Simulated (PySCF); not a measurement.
C₃H₄NP.
Numbering: `[CH2:1]=[P:2][CH2:3][C:4]#[N:5]` (hydrogens: H6, H7 on C1; H8, H9 on C3)

Cartesian coordinates in Å at the PBE0-D3(BJ)/def2-SVP level; atoms count from 1:
```
atom  x, y, z in Å
C1     1.5183    0.6554   -0.0635
P2     0.8907   -0.7586    0.5319
C3    -0.8330   -0.8536   -0.2455
C4    -1.1948    0.2437   -1.1120
N5    -1.4155    1.1530   -1.7953
H6     1.0075    1.3423   -0.7498
H7     2.5289    0.9390    0.2497
H8    -1.5579   -0.9342    0.5821
H9    -0.8874   -1.8050   -0.8007
```

Computed with PySCF at PBE0/pcSseg-1, non-relativistic, on one gas-phase PBE0-D3(BJ)/def2-SVP geometry that isn't relaxed in the solvent. The solvent is an IEF-PCM continuum (van der Waals radii × 1.2). Only the electrostatic response of the medium enters.

| medium | total energy (Eh) | HOMO (eV) | LUMO (eV) | dipole (D) |
| --- | --- | --- | --- | --- |
| gas phase | -512.407442 | -8.105 | -1.997 | 2.813 |
| chloroform (ε = 4.711) | -512.415169 | -7.882 | -1.769 | 3.509 |

**Question.** What is E(solvent) − E(gas) in chloroform, in kJ/mol?

**Answer.** -512.415169 − (-512.407442) = -0.007727 Eh = -20.29 kJ/mol.

**Question.** Scale it by Onsager's factor (ε − 1)/(2ε + 1) to dichloromethane (ε = 8.93), and compare with the calculation.

**Answer.** The factor goes from 0.356 to 0.420, a ratio of 1.181, which gives -23.96 kJ/mol. The calculation gives -24.26 kJ/mol (total energy -512.416680 Eh), so the scaled value is 1.2 % too small in size.

**Question.** Scale the changes of the other columns the same way. What are the values in dichloromethane?

**Answer.** 
| quantity | scaled | computed | difference |
| --- | --- | --- | --- |
| HOMO (eV) | -7.842 | -7.850 | +0.008 |
| LUMO (eV) | -1.728 | -1.735 | +0.007 |
| dipole (D) | 3.634 | 3.657 | -0.023 |

**Question.** How does each lowering split into the polarisation term (half the interaction with the induced surface charges) and the distortion of the solute's density?

**Answer.** chloroform: -23.41 + 3.12 kJ/mol, the distortion taking back 13 % of the polarisation term; dichloromethane: -28.77 + 4.51 kJ/mol, the distortion taking back 16 % of the polarisation term.
